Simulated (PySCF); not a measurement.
**SiFOH: triplet, from a linear start**

Where does triplet SiFOH go from a linear start, is the end point a minimum, and what are its modes, charges and moments?

The runs use PySCF 2.14.0; PBE0, basis Si def2-TZVP, F def2-TZVP, O def2-TZVP, H def2-TZVP, no relativity, density fitting.

## (1) The system as given

4 atoms, charge 0, spin multiplicity 3.

Bond lengths: Si1–F2 1.800 Å, Si1–O3 1.790 Å, O3–H4 0.960 Å. Angles: F2–Si1–O3 180.0°, Si1–O3–H4 130.0°.

```xyz
4
charge 0 multiplicity 3
Si    0.0000    0.0000    0.0000
F     0.0000    0.0000    1.8000
O     0.0000    0.0000   -1.7900
H     0.7354    0.0000   -2.4071
```

## (2) Finding the electronic state

The steps below are one call of a driver around PySCF. For each, scf.py gives the equivalent set-up of the SCF; relaxations use the driver's own optimiser. After this first run the driver tries any further starts and a stability analysis.

scf.py

```python
from pyscf import gto, scf, dft
mol = gto.M(atom='''
Si     0.000000     0.000000     0.000000
F      0.000000     0.000000     1.800000
O      0.000000     0.000000    -1.790000
H      0.735400     0.000000    -2.407100''',
    basis={'Si': 'def2-TZVP', 'F': 'def2-TZVP', 'O': 'def2-TZVP', 'H': 'def2-TZVP'},
    charge=0, spin=2)
mf = dft.UKS(mol, xc='PBE0')
mf.grids.atom_grid = (50, 194)
aux = {'Si': 'def2-universal-JKFIT', 'F': 'def2-universal-JKFIT', 'O': 'def2-universal-JKFIT', 'H': 'def2-universal-JKFIT'}
mf = mf.density_fit(auxbasis=aux)
mf.conv_tol = 1e-08
mf.diis_space = 10
mf.max_cycle = 60
mf.init_guess = 'minao'
mf.verbose = 4
mf.kernel()
```

Launch:

```bash
OMP_NUM_THREADS=4 python axn.py task.json out
```

The runs that follow: Relaxing the triplet from the linear start; Hessian and properties; Following the imaginary mode; Is it a minimum? Harmonic modes.

Q: Predict the outcome of this session. Wanted: minimum; geometry; wavenumbers; dipole moment; highest occupied, lowest empty level; polar-tensor charge of Si1; zero-point energy; atomisation energy; ⟨S²⟩.

**Answer**, as computed:

```
                                          quantity                                                                  value
                                           minimum                                                            triplet, C1
                                          geometry  O–H 0.961 Å, Si–F 1.606 Å, Si–O 1.648 Å; F–Si–O 116.7°, H–O–Si 115.1°
                                wavenumbers (cm⁻¹)                  268 (a), 367 (a), 800 (a), 869 (a), 956 (a), 3862 (a)
                                     dipole moment                                                                 1.92 D
highest occupied, lowest empty level (either spin)                                                        -4.82, -4.09 eV
                        polar-tensor charge of Si1                                                                +0.86 e
                                 zero-point energy                                                            42.6 kJ/mol
                               entropy at 298.15 K                                                        278.1 J/(mol K)
         atomisation energy (no zero-point energy)                                                            1276 kJ/mol
                                              ⟨S²⟩                                                                  2.002
```

What this shows: The linear start ends in a minimum without symmetry. The strongest infrared band lies at 869 cm⁻¹ (a). Most of the spin sits on Si1 (Mulliken spin 1.80, against 2 for the whole molecule). Only this shape and spin were tried, so other structures or states may lie lower.
